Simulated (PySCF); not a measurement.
First SCF of a structure search on doublet S2(OH), at a hand-made bent (heavy-atom frame) geometry. PySCF input:

```python
from pyscf import gto, scf, dft
mol = gto.M(atom='''
S      0.000000     0.000000     0.000000
S     -1.540000     0.000000     1.078300
O      1.359800     0.000000     0.952100
H      1.865300    -0.735400     1.306100''',
    basis={'S': 'def2-TZVP', 'O': 'def2-TZVP', 'H': 'def2-TZVP'},
    charge=0, spin=1)
mf = dft.UKS(mol, xc='PBE0')
mf.grids.atom_grid = (50, 194)
aux = {'S': 'def2-universal-JKFIT', 'O': 'def2-universal-JKFIT', 'H': 'def2-universal-JKFIT'}
mf = mf.density_fit(auxbasis=aux)
mf.conv_tol = 1e-08
mf.diis_space = 10
mf.max_cycle = 60
mf.init_guess = 'minao'
mf.verbose = 4
mf.kernel()
```

Excerpt of the output (cycles alone):

```
init E= -872.284997250792
cycle= 1 E= -871.810711976999  delta_E= 0.474  |g|= 0.441  |ddm|= 1.38
cycle= 2 E= -871.670361801785  delta_E= 0.14  |g|= 0.75  |ddm|= 0.615
cycle= 3 E= -871.877728338902  delta_E= -0.207  |g|= 0.0761  |ddm|= 0.423
cycle= 4 E= -871.879482019474  delta_E= -0.00175  |g|= 0.0514  |ddm|= 0.108
cycle= 5 E= -871.880934700646  delta_E= -0.00145  |g|= 0.014  |ddm|= 0.053
cycle= 6 E= -871.881052961963  delta_E= -0.000118  |g|= 0.00353  |ddm|= 0.0144
cycle= 7 E= -871.881064791047  delta_E= -1.18e-05  |g|= 0.00131  |ddm|= 0.00489
cycle= 8 E= -871.881067296582  delta_E= -2.51e-06  |g|= 0.000558  |ddm|= 0.00278
cycle= 9 E= -871.881067654099  delta_E= -3.58e-07  |g|= 0.000198  |ddm|= 0.00103
cycle= 10 E= -871.881067709873  delta_E= -5.58e-08  |g|= 7.08e-05  |ddm|= 0.00046
cycle= 11 E= -871.881067715441  delta_E= -5.57e-09  |g|= 1.67e-05  |ddm|= 0.00014
Extra cycle  E= -871.881067715679  delta_E= -2.38e-10  |g|= 1.58e-05  |ddm|= 3.38e-05
converged SCF energy = -871.881067715679  <S^2> = 0.75642952  2S+1 = 2.0064192
```

No lower solution of this spin was found by a stability analysis within the unrestricted form.

The search for the lowest solution, with the stability check, took 5.2 s on 4 threads of a shared Arm Neoverse V2 host, with 111 basis functions; the process peaked at 0.38 GiB.
